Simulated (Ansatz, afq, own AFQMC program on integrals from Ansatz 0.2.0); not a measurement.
# AlNH2, triplet: AFQMC among the cluster methods

```
atom   x (Å)    y (Å)    z (Å)
  Al  0.0000   0.0000   0.6968
   N  0.0000   0.0000  -1.0992
   H  0.0000   0.8223  -1.6887
   H  0.0000  -0.8223  -1.6887
```

Connectivity, by distances: Al–NH2.

Basis cc-pVTZ. Noble-gas cores (and the filled d shells of Ga–Kr and In–Xe) are frozen. AFQMC by an in-house program on the Cholesky factors that Ansatz 0.2.0 writes for its CCSD(T) run. ph-AFQMC/CISD is guided by a CISD state made of CCSD amplitudes; releasing the constraint for a short imaginary time cuts its bias at the price of noise, slowly where states lie close. Error bars are statistical, one sigma.

Determinant: UHF, the one that the program's search chose, which needn't be the lowest solution. The geometry is a PBE0/def2-TZVP stationary point of this or a neighbouring charge and spin state.

No full CI on the walks' own integrals is used here; CCSDT(Q) serves as the reference and is uncertain by about the last step of the cluster series.

Cautions: another spin lies lower (by 2.53 eV).

```
T1 diagnostic                               : 0.0173
weight of the determinant in the CISD state : 0.906
⟨S²⟩ of the determinant                     : 2.004
size of the correlated space                : 10 electrons in 86 orbitals
```

```
  level  correlation energy (eV)
    MP2                  -6.9155
   CCSD                  -7.2525
CCSD(T)                  -7.5422
```

Question: Estimate where phaseless AFQMC with the Hartree–Fock trial lies against CCSD(T) on the same integrals.

Answer: 0.22 ± 0.58 kcal/mol below CCSD(T). The gap is under twice the noise, so this walk alone can't tell the two apart.

Reference: CCSDT(Q), correlation energy -7.571 eV. The released energy is read at 1.62 1/Eh, later times being too noisy (meV from the phaseless value at times in 1/Eh: -14 ± 4 at 0.24, -5 ± 6 at 0.51, -22 ± 7 at 0.99, -10 ± 8 at 1.62, -16 ± 13 at 2.40).

| level | E − E(reference) (kcal/mol) | share of correlation (%) |
| --- | --- | --- |
| CCSD(T) | 0.66 | 99.62 |
| CCSDT | 0.39 | 99.78 |
| ph-AFQMC/HF | 0.44 ± 0.58 | 99.75 |
| ph-AFQMC/CISD | 0.37 ± 0.09 | 99.79 |
| released AFQMC | 0.13 ± 0.18 | 99.92 |

A walk keeps the symmetry of its determinant, which the program's search chose and which needn't be the lowest solution, so a lower state of the same spin and another symmetry isn't excluded. Released energies are given only where the last usable release times agree within the noise; a slower fall can still hide under it.
